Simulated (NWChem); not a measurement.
# SO, triplet; SMILES O=S

Program: NWChem. Pople sets run with spherical d functions. Spin-unrestricted. The geometry was optimised at PBE0/def2-SVP, spin-unrestricted. No stability test was run on the SCF state. Level: PBE0/6-31G* with SMD (1 M gas to 1 M solution), gas-phase geometry. Reactions with the solvent are ignored.

For solvent acetone:

solvation free energy (kcal/mol): -3.1
cavity-dispersion-structure term (kcal/mol): -2.2
dipole in solution (D): 1.79

Problem. What are these values for solvent 1-octanol?

Solution. 
| Item | Result |
|---|---|
| solvation free energy (kcal/mol) | -1.7 |
| cavity-dispersion-structure term (kcal/mol) | -0.5 |
| dipole in solution (D) | 1.91 |
